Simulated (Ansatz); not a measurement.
Relaxed structures of CH4NSi (charge +1), closed shell (PBE0-D4/def2-TZVP; forces vanish, vibrations not checked; lower isomers may exist, and structures with a doubtful reference or unclear bonds are left out; Å). Program: Ansatz 0.2.0. Basis: def2-TZVPP. Cores are frozen in the correlated methods.

(1) Rank them by CCSD(T) energy, lowest first, and give each one's height above the lowest. Links in brackets join atoms within 1.22 times the sum of their covalent radii (1.1 for two metals). (An estimate is asked for; the value comes from the calculation.)
A.
CH₄NSi ([NH][C][SiH3]), total charge +1
```
7
angstrom
N -1.3328 -0.0325 -0.7881
C -0.3546 0.1428 -0.2302
Si 1.3041 0.4404 0.7157
H -2.1994 -0.1878 -1.2823
H 1.5508 1.8615 0.4153
H 0.9036 0.1232 2.0975
H 2.1884 -0.5324 0.0506
```
B.
CH₄NSi ([NH2][CH][SiH]), total charge +1
```
7
angstrom
N -1.1369 -0.0744 -0.6548
C -0.1697 -0.1939 0.1876
Si 1.4019 0.8089 0.5665
H -1.1447 0.6380 -1.3754
H -1.9358 -0.6995 -0.6509
H -0.3161 -1.0061 0.9124
H 2.1194 -0.2963 -0.1925
```
C.
CH₄NSi ([NH2][C][SiH2]), total charge +1
```
7
angstrom
N -1.2701 -0.0799 -0.7435
C -0.1897 -0.0119 -0.1111
Si 1.2747 0.0801 0.7461
H -1.6170 0.6921 -1.3164
H -1.8645 -0.9110 -0.7213
H 1.1925 0.6011 2.1154
H 2.4741 -0.3706 0.0308
```

No T1 diagnostic of these runs exceeds 0.020. The restricted Hartree–Fock reference is unstable towards an unrestricted one at one or more of these structures.

Results:

(1) Computed: A (0.000 eV), B (0.906 eV), C (1.249 eV). Heights count from the lowest.

For scale, one of the runs: CCSD(T)/def2-TZVPP, 160 basis functions, launched by `ansatz run in.yaml --threads 2 --pin off --events-out ev --progress --plain --max-ram 4352MiB`. The run took 86 s on 2 CPU threads of an Intel Xeon (shared host), with 1.1 GiB of host memory at its peak.
